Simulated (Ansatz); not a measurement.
We consider pyrite RuS2, described by PBE in Ansatz (PAW).

Settings: plane-wave cutoff 520 eV, 6×6×6 k mesh, no spin polarisation, scalar-relativistic PAW data made under PBE.

Computed at the level's own relaxed cell.

Task: Give the computed Young modulus, Voigt–Reuss–Hill bulk modulus, elastic constant C44, elastic constant C11 and elastic constant C12.

Result: 
- Young modulus = 297 GPa
- Voigt–Reuss–Hill bulk modulus = 173 GPa
- elastic constant C44 = 96.9 GPa
- elastic constant C11 = 403 GPa
- elastic constant C12 = 58.4 GPa

Elastic constants are with the ions relaxed.

Computed values are for the static lattice.

Ansatz is a program for electronic structure.
